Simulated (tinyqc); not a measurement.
Worked calculation: coupled-perturbed Hartree-Fock on RHF in the sto-3g basis, for HF, spin multiplicity 1. One step of it, computed by the program tinyqc.

Problem. Response to a field: uncoupled start. Field along z; U_ai = -mu_ai / (e_a - e_i), alpha = -4 sum U_ai mu_ai.

orbital energies (hartree): MO1 -25.915245, MO2 -1.432167, MO3 -0.532902, MO4 -0.462012, MO5 -0.462012, MO6 0.472101

dipole integrals <a|z|i> (bohr):
```
           i1        i2        i3        i4        i5
a6  -0.043928  0.010219  1.064435  0.000000  0.000000
```

Give: uncoupled U; uncoupled polarisability.

Solution.

uncoupled U:
```
        i1       i2       i3      i4      i5
a6  0.0017  -0.0054  -1.0591  0.0000  0.0000
```

uncoupled polarisability = 4.5100 bohr^3
